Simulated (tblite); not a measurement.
C4H3N2 (doublet state).
SMILES: `C=C1C=NC1=[N]`

Method: GFN2-xTB as coded in tblite; computed harmonic values from a numerical Hessian at the method's own geometry, unscaled. Against measured fundamentals such values can be off by several per cent, at times by over 20. Open shells enter through the occupations alone, without spin polarisation, and single modes of such species can be off by tens of per cent.

Harmonic wavenumbers (cm⁻¹): 126.8, 233.3, 267.1, 441.9, 623.7, 632.6, 707.2, 730.4, 851.8, 867.3, 906.7, 939.7, 1069.3, 1186.6, 1370.0, 1547.3, 1746.7, 1892.5, 3075.0, 3125.3, 3129.5.

A = 6190, B = 4628, C = 2648 MHz; mass 79.030 u (most abundant isotopes); point group Cs, symmetry number 1; spin multiplicity 2.

Problem. What is the zero-point energy?

Solution. ½Σν̃ = 12735 cm⁻¹ = 152.35 kJ/mol.

Problem. Give the ideal-gas entropy at 350 K and 1 bar in the rigid-rotor, harmonic-oscillator model (classical rotation).

Solution. Translation 166.69, rotation 110.17, vibration 48.98, spin (R ln 2) 5.76: S = 331.6 J/(mol K).

Problem. And Cp and H(350 K) − H(0)?

Solution. Cp = 98.92 J/(mol K), of which vibrations give 65.67 (their classical limit is 21 R = 174.6); H(350 K) − H(0) = 21.90 kJ/mol without the zero-point energy, 10.26 from vibrations.

Problem. Which modes carry the vibrational entropy at 350 K?

Solution. 126.8 cm⁻¹: 13.83; 233.3 cm⁻¹: 8.97; 267.1 cm⁻¹: 7.94; 441.9 cm⁻¹: 4.41; 623.7 cm⁻¹: 2.44; 632.6 cm⁻¹: 2.38 J/(mol K); the other 15 give 9.01 together.

Problem. How do the functions run with temperature in this model?

Solution. 
| T (K) | S (J/(mol K)) | Cp (J/(mol K)) | H − H(0) (kJ/mol) | G − H(0) (kJ/mol) | ln q(vib) |
| --- | --- | --- | --- | --- | --- |
| 100 | 247.6 | 46.7 | 3.80 | -20.96 | 0.24 |
| 200 | 285.9 | 66.6 | 9.43 | -47.75 | 0.96 |
| 300 | 317.1 | 88.7 | 17.21 | -77.93 | 1.87 |
| 500 | 371.3 | 123.7 | 38.71 | -146.93 | 3.93 |
| 800 | 436.7 | 154.0 | 80.83 | -268.55 | 7.08 |
| 1000 | 472.5 | 166.4 | 112.95 | -359.56 | 9.05 |

q(vib) and H(0) count from the zero-point level.

Problem. What must be added to the electronic energy to get the Gibbs energy at 350 K and 1 bar?

Solution. ZPE + [H(350 K) − H(0)] − T·S = 152.35 + 21.90 − 116.06 = 58.19 kJ/mol.

Hindered rotation and anharmonicity are outside this model.
